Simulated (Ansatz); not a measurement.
**CH3OSi− (SMILES O=C[SiH2-]): one structure at several levels**

The task here is to estimate one member of a computed series from the others.

Program: Ansatz 0.2.0, Gaussian basis. Level of theory: single points in def2-TZVPPD. These are calculated values, not measurements.

Cores are frozen in the correlated methods.

**Where the work starts**

SMILES `O=C[SiH2-]`, 6 atoms, charge -1, spin multiplicity 1.

Atoms are counted from 1 here; the program's logs count them from 0.

Bond lengths: O1–C2 1.228 Å, C2–Si3 1.860 Å, C2–H4 1.139 Å, Si3–H5 1.618 Å, Si3–H6 1.585 Å. Angles: O1–C2–Si3 127.4°, O1–C2–H4 122.6°, Si3–C2–H4 108.8°, C2–Si3–H5 104.9°, C2–Si3–H6 115.3°, H5–Si3–H6 102.3°.

Coordinates:

```xyz
6

O    -0.8965   -1.5370    0.8289
C    -0.1703   -0.9143    0.0583
Si   -0.1449    0.9223   -0.2345
H     0.4425   -1.4250   -0.7548
H     1.2914    1.2142   -0.9199
H    -0.0824    1.8156    1.0734
```

Set-up of the first run:

Contents of run/in.yaml:

```yaml
crystal:
  periodic: [false, false, false]
  atoms:
    - {symbol: O, position_ang: [-0.896520, -1.536975, 0.828886]}
    - {symbol: C, position_ang: [-0.170310, -0.914281, 0.058292]}
    - {symbol: Si, position_ang: [-0.144902, 0.922285, -0.234549]}
    - {symbol: H, position_ang: [0.442519, -1.424962, -0.754763]}
    - {symbol: H, position_ang: [1.291435, 1.214167, -0.919932]}
    - {symbol: H, position_ang: [-0.082377, 1.815597, 1.073445]}
basis:
  gaussian: {orbitals: "def2-TZVPPD.json"}
total_charge: -1
hamiltonian: {xc: pbe, dispersion: d4}
output: {forces: true}
```

The basis file named in the input lies beside it (Basis Set Exchange, JSON).

Launch:

```bash
ansatz run in.yaml --threads 2 --pin off --events-out ev --progress --plain --max-ram 3481MiB
```

Steps of the session up to this table: PBE-D4/def2-TZVPPD; r2SCAN-D4/def2-TZVPPD; PBE0-D4/def2-TZVPPD; wB97M-V/def2-TZVPPD; CCSD(T)/def2-TZVPPD.

One of the session's tables, all rows but one given; the rest of the session is left out.

```
   method  RMS force component (eV/Å)  angle to CCSD(T) forces (°)
   PBE-D4                           ?                            ?
r2SCAN-D4                       0.639                         12.3
  PBE0-D4                       0.597                         22.1
  wB97M-V                       0.646                         21.7
  CCSD(T)                       0.728                    reference
```

Q: Estimate the row for PBE-D4 from the others.

The run gave: RMS force component (eV/Å): 0.685; angle to CCSD(T) forces (°): 14.5. In the column «RMS force component (eV/Å)» it lies between wB97M-V (0.646) and CCSD(T) (0.728).
